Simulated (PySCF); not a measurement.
Basis-set dependence of LiH at CCSD

PySCF, RHF reference; singlet, unpaired electrons none; De to Li + H without counterpoise correction. Frozen cores follow the default of each basis and core potential.

```
      basis     relativity  functions  Re (Å)  ωe (cm⁻¹)  De (eV)  frozen orbitals
     STO-3G  no relativity          6   1.547       1681     2.73                0
    pcseg-1  no relativity         14   1.611       1386     2.15                0
  def2-SVPD  no relativity         20   1.605       1401     2.38                0
6-311G(d,p)  no relativity         24   1.595       1415     2.31                0
 def2-TZVPP  no relativity         33   1.597       1413     2.41                0
```

How does each smaller set differ from the one with most functions, def2-TZVPP?

STO-3G: -5.0 pm, +19.0 % in ωe, +0.32 eV in De; pcseg-1: +1.4 pm, -1.9 % in ωe, -0.26 eV in De; def2-SVPD: +0.8 pm, -0.8 % in ωe, -0.03 eV in De; 6-311G(d,p): -0.2 pm, +0.1 % in ωe, -0.10 eV in De. All at CCSD; the set with most functions is neither the basis-set limit nor always the best.

Measured (Huber and Herzberg, Constants of Diatomic Molecules (1979)): Re = 1.5957 Å, ωe = 1405.65 cm⁻¹. Correlated steps freeze no core orbitals. Correlated levels converge slowly with the basis: in double zeta they bind strong bonds too weakly, by up to about 1 eV, and carry superposition errors of some tenths. Where the molecule has an RHF reference, its open-shell atoms are computed with UHF. STO-3G is very small, so such numbers show the basis as much as the molecule.
